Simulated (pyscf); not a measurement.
O=Ti(OH)–OH (SMILES [O]=[Ti]([OH])[OH]) + H₂ (SMILES [H][H]) → HO–TiH(OH)–OH (SMILES [OH][TiH]([OH])[OH]), gas phase, singlet surface. Single points on ωB97X-D3(BJ)/def2-SVP structures (PySCF, gas phase). ΔG in kcal/mol from ωB97M-D3(BJ)/def2-TZVP energies (ideal gas, 1 atm, RRHO with modes under 100 cm⁻¹ raised to 100, one conformer, R ln 2 for chiral ones without a mode under 150 cm⁻¹).

```json
[
 {"T (K)": "298", "ΔG": "-10.9"},
 {"T (K)": "600", "ΔG": "?"},
 {"T (K)": "900", "ΔG": "+4.3"},
 {"T (K)": "1200", "ΔG": "+11.5"}
]
```

### Question
Fit a line to the three values, predict ΔG at 600 K, and estimate where the reaction turns unfavourable at 1 atm of each gas.

### Answer
Least squares gives ΔG = -18.3 + 24.9 × T/1000 K, so ΔS is about -104 J/(mol K) and ΔH about -18.3 kcal/mol over this range (ΔH at 298 K: -18.5). At 600 K the line gives -3.4; the computed value is -3.2. ΔG = 0 falls near 730 K; 1 kcal/mol in the energy moves that by 40 K. This is thermodynamics alone and says nothing of the barrier.
